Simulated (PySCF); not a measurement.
Working with the constants of C2

UHF-CCSD(T) constants of C2, ³Πu (triplet), unpaired electrons σ ↑, π ↑ (PySCF, no relativity, basis sets C 6-311G(d,p); masses 12.0000 and 12.0000 u):

```
ωe          : 1619.5 cm⁻¹
ωexe        : 11.1 cm⁻¹
Be          : 1.5923 cm⁻¹
αe          : 0.0157 cm⁻¹
De to C + C : 5.70 eV
```

Q: What force constant and bond length do these constants imply?

A: Reduced mass μred = 6.0000 u; k = 5.8918×10⁻⁷·μred·ωe² (u, cm⁻¹, mdyn/Å) = 9.27 mdyn/Å; Re = √(16.8576/(μred·Be)) (u, cm⁻¹, Å) = 1.328 Å.

Q: Estimate the centrifugal constant D from the Kratzer relation and find the Dunham coefficient a1.

A: D = 4Be³/ωe² = 6.16e-06 cm⁻¹; a1 = −1 − αeωe/(6Be²) = -2.67.

Correlated steps freeze 2 core orbitals. The state was picked by a PBE0 search and need not be the measured ground state.
